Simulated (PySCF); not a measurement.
Cartesian coordinates in Å; atom numbers follow the order of the lines, from 1:
```xyz
16

C    -3.131    0.139    0.535
C    -1.947    0.647    0.252
C    -0.844   -0.104   -0.423
O     0.383    0.246    0.175
C     1.494   -0.378   -0.424
C     2.752    0.056    0.310
H    -3.383   -0.881    0.296
H    -3.901    0.724    1.007
H    -1.698    1.669    0.501
H    -1.011   -1.191   -0.354
H    -0.822    0.162   -1.497
H     1.553   -0.096   -1.488
H     1.382   -1.474   -0.374
H     2.857    1.136    0.255
H     3.623   -0.413   -0.139
H     2.686   -0.232    1.355
```

PySCF 2.14.0 with density-fitted response routines calculation with σ from GIAO-PBE0/pcSseg-1 and geometry: GFN2-xTB; relativity neglected, single conformer, isolated molecule, fast rotation and ring inversion assumed for equivalent nuclei.

Chemical shifts δ = σref − σ; TMS for 13C (σ = 186.93 ppm) and 1H (σ = 31.72 ppm); 17O (σ = 336.08 ppm) against H2O, all at this level.

```csv
atoms,nucleus,count,δ (ppm)
C3,13C,1,79.0
H12/H13,1H,2,?
H8,1H,1,5.35
C6,13C,1,18.1
H7,1H,1,5.44
C1,13C,1,120.1
C5,13C,1,?
H14/H15/H16,1H,3,1.30
O4,17O,1,53.9
C2,13C,1,147.1
H9,1H,1,?
H10/H11,1H,2,?
```

Question: Estimate the values marked ?.

Answer: 
- C5: 71.0 ppm, sp3 CH2 bonded to O; pulled downfield by the heteroatom
- H9: 6.40 ppm, hydrogen on an alkene CH; attached to an sp2 carbon and in the plane of the double bond
- H10/H11: 4.18 ppm, hydrogen on an allylic sp3 CH2 bonded to O; its carbon carries O, hence the downfield position
- H12/H13: 3.55 ppm, hydrogen on an sp3 CH2 bonded to O; its carbon carries O, hence the downfield position

Shifts are as computed. Against solution values, carbons near 30 ppm lie about +3 ppm off and those near 130 ppm about +5 ppm. Of 1211 compounds with measured shifts, 218 miss one by over three times the rms of a fit or turn the order of signals round; such compounds aren't used in these exercises. Experimental scales use liquid or dissolved standards, which lie at an offset from isolated H2O (liquid H2O: subtract about 36 ppm).
